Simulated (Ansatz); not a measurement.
**Structure relaxation of YW₃**

Theory: DFT PBE, scalar-relativistic, plane waves, PAW in Ansatz 0.2.0. Cutoff 420 eV, Γ-centred k mesh, Gaussian smearing, no spin polarisation in the final step.

The start puts YW₃ on the sites of a reported Cu3Pd cell (P4/mmm, No. 123), with Y in place of Pd, W in place of Cu, at a guessed volume.

```
CELL_PARAMETERS angstrom
4.16419 0.00000 0.00000
0.00000 4.16419 0.00000
0.00000 0.00000 4.12139
ATOMIC_POSITIONS crystal
Y 0.00000 0.00000 0.00000
W 0.00000 0.50000 0.50000
W 0.50000 0.00000 0.50000
W 0.50000 0.50000 0.00000
```

Steps on the 4×4×4 mesh (4 atoms). 11 of 15 steps are shown, and the free energy counts from the last. Trial steps that were taken back and renewals of the plane-wave basis can be among the rows.

```csv
step,ΔF (meV/atom),V (Å³/atom),P (GPa)
1,388.6,17.87,8.62
2,432.1,20.33,-12.26
4,350.8,18.88,-1.95
5,284.9,19.00,-3.92
6,176.3,18.85,-4.64
7,86.7,18.25,-1.11
9,8.1,17.75,3.31
10,4.1,18.08,-0.39
11,2.4,18.05,-0.10
14,0.0,18.06,0.01
15,0.0,18.06,0.01
```

A final relaxation ran on a 10×10×14 mesh. The relaxed crystal, P4/mmm (No. 123):

Space group P4/mmm (No. 123). a = 4.764 Å, b = 4.764 Å, c = 3.187 Å, α = 90.00°, β = 90.00°, γ = 90.00°
```
atom site symmetry x y z
   Y    1a     4/mmm  0.0000  0.0000  0.0000
   W    2e mmm.  0.0000  0.5000  0.5000
   W    1c     4/mmm  0.5000  0.5000  0.0000
```

```yaml
Volume_per_atom: 18.09 Å³
Density: 14.70 g/cm³
Energy_over_the_elements: 0.62 eV/atom
Gap_on_the_10×10×14_mesh: 0 eV (a metal)
```

Formation energies are uncorrected and refer to the elements' standard structures at the same level.

The final run used a 10×10×14 mesh on its 4-atom cell and 0.10 eV smearing. For metals, differences of a few meV/atom aren't resolved. Spin–orbit coupling is left out.

Symmetry constrained the relaxation, so the result can be a saddle point.

Cost: 4 runs of about 1.7 core-minutes in all, on Arm Neoverse V2 (shared hosts).